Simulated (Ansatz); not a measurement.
Ansatz (a quantum-chemistry and plane-wave program) input (CCSD(T)/aug-cc-pVDZ):

Ansatz 0.2 input:
```yaml
crystal:
  periodic: [false, false, false]
  atoms:
    - {symbol: O, position_ang: [-0.00000000, -0.00000000, -0.71416636]}
    - {symbol: F, position_ang: [0.00000000, 0.00000000, 0.63481454]}
basis:
  gaussian:
    orbitals: aug-cc-pVDZ
magnetization: {spin_polarized: true, initial_magnetization: 1}
correlation: {method: ccsd_t, electrons: outside_noble_gas}
output: {forces: true}
```

End of the output:

```
cycle   6  -10.37967065 eV  change   -3.4e-3 eV  update   1.8e-3
cycle   7  -10.37971258 eV  change   -4.2e-5 eV  update   6.7e-4
cycle   8  -10.37974742 eV  change   -3.5e-5 eV  update   2.8e-4
cycle   9  -10.37964516 eV  change    1.0e-4 eV  update   1.2e-4
cycle  10  -10.37963008 eV  change    1.5e-5 eV  update   4.5e-5
cycle  11  -10.37966422 eV  change   -3.4e-5 eV  update   1.9e-5
cycle  12  -10.37966506 eV  change   -8.4e-7 eV  update   8.4e-6
cycle  13  -10.37966410 eV  change    9.6e-7 eV  update   3.7e-6
cycle  14  -10.37966126 eV  change    2.8e-6 eV  update   1.3e-6
perturbative correction -0.31012060 eV, -0.0113967217 hartree
the calculation of the forces begins
Total energy: -4749.53122454 eV, -174.5420531539 hartree
Atom 0 at    -0.000000    -0.000000    -0.714166 Å, force     0.000000     0.000000    -0.993349 eV/Å
Atom 1 at     0.000000     0.000000     0.634815 Å, force     0.000000     0.000000     0.993350 eV/Å
Dipole moment:     0.000000    -0.000000    -0.002061 e Å
```
